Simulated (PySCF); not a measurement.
**Assigning NMR signals**

Atoms are numbered as in `[CH:1]#[C:2]/[CH:3]=[CH:4]/[CH2:5][F:6]`. Hydrogens are named by the atom that carries them.

PySCF calculation with J: B3LYP/pcJ-1 (spin–dipole term only in couplings to heteroatoms), σ from GIAO-PBE0/pcSseg-1 and GFN2-xTB geometry; one computed conformer, in vacuum, non-relativistic Hamiltonian, averaged over atoms made equivalent by symmetry, fast rotation or ring inversion.

Referencing at the same level of theory: 13C (186.93 ppm) and 1H (31.72 ppm) vs TMS.

Task: Assign these signals to the numbered atoms. 13C{1H} NMR (computed): δ 149.9 (CH, d, J = 10.2 Hz), 114.4 (CH, d, J = 15.7 Hz), 89.7 (CH), 86.7 (CH2, d, J = 231.2 Hz), 86.2 (C).

Result: 
| δ (ppm) | atoms | environment | reason |
| --- | --- | --- | --- |
| 149.9 | C4 | alkene CH | the olefinic region |
| 114.4 | C3 | alkene CH | – |
| 89.7 | C1 | terminal alkyne carbon | sp carbons lie upfield of alkene carbons because the cylindrical π system leaves one tensor component strongly shielded |
| 86.7 | C5 | allylic sp3 CH2 bonded to F | pulled downfield by the heteroatom |
| 86.2 | C2 | alkyne carbon | the triple bond shields along its axis, which puts it between sp3 and sp2 carbons |

C5 and C2 lie closer than the usual error of such a calculation, so a measured spectrum could show them in the other order.

Task: Assign these signals to the numbered atoms. 1H NMR (600 MHz, computed): δ 6.34 (m, 1H), 6.12 (dq, J = 17.5, 3.6 Hz, 1H), 5.43 (dtd, J = 52.6, 3.5, 2.0 Hz, 2H), 2.75 (dtd, J = 3.6, 2.0, 1.0 Hz, 1H).

Result: 
```tsv
δ (ppm)	atoms	environment	reason
6.34	H(C4)	hydrogen on an alkene CH	attached to an sp2 carbon and in the plane of the double bond
6.12	H(C3)	hydrogen on an alkene CH	–
5.43	H(C5)	hydrogen on an allylic sp3 CH2 bonded to F	its carbon carries F, an electronegative neighbour
2.75	H(C1)	hydrogen on a terminal alkyne carbon	it lies on the axis of the triple bond, in its shielding cone
```

C–F couplings over four or more bonds (about 3 Hz to the para carbon of a fluoroarene) are left out. Common functionals overestimate the size of one-bond C–F couplings by tens of Hz; these are unscaled. Splittings below 1 Hz are ignored in the labels, and close J values are merged. Unscaled 3J(H,H) at this level run about 10 % above measured values. Shifts are as computed. Against solution values, carbons near 30 ppm lie about +3 ppm off and those near 130 ppm about +5 ppm. Of 1309 compounds with measured shifts, 239 miss one by over three times the rms of a fit or turn the order of signals round; such compounds aren't used in these exercises. Couplings across =CH–CH2 type bonds come from one rotamer and its mirror image, and can be 1–2 Hz further off. 3J across rotatable bonds or in flexible rings reflects this conformer alone.
